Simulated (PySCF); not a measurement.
## formate: adiabatic energies of losing or gaining an electron at several levels

Structure: `O=C[O-]` ([CHO2]-).

All levels share the PBE0-D3(BJ)/ma-def2-SVP structures and the PBE0-D3(BJ)/ma-def2-SVP thermal terms; only the single-point energies (PySCF) change. Values are adiabatic energies of losing or gaining an electron (0 K, eV).

```jsonl
{"level": "HF/ma-def2-TZVP", "detachment energy to the radical": "3.10", "abs. error": "0.41", "time": "3.3 s"}
{"level": "PBE0-D3(BJ)/ma-def2-TZVP", "detachment energy to the radical": "3.27", "abs. error": "0.24", "time": "–"}
{"level": "CCSD(T)/ma-def2-TZVP", "detachment energy to the radical": "3.38", "abs. error": "0.13", "time": "12 min"}
{"level": "MP2/ma-def2-TZVP", "detachment energy to the radical": "3.52", "abs. error": "0.02", "time": "13 s"}
{"level": "ATcT 1.112", "detachment energy to the radical": "3.51", "abs. error": "", "time": ""}
```

Times are wall times for all single points of a level on 1 thread of Arm Neoverse V1, a shared host; the dash marks the run that also made the structures.

Hartree-Fock leaves out electron correlation, so its ionisation energies and electron affinities from energy differences come out too low, often by 1 eV or more.

At HF/ma-def2-TZVP a relaxed species lies above the same state at the other structure, so the structures fit that level poorly.

The spread: 0.43 eV, from 3.10 to 3.52.

Known limits: O1 and O3 are equivalent in the parent, but the relaxed radical is symmetry-broken (C2v to Cs), which is often an artefact of the method; its spin populations, distances and adiabatic value belong to that structure, while photoelectron spectra of formate point to a C2v radical.

Differences come from unrounded values, so a last digit can differ from that of the printed terms.
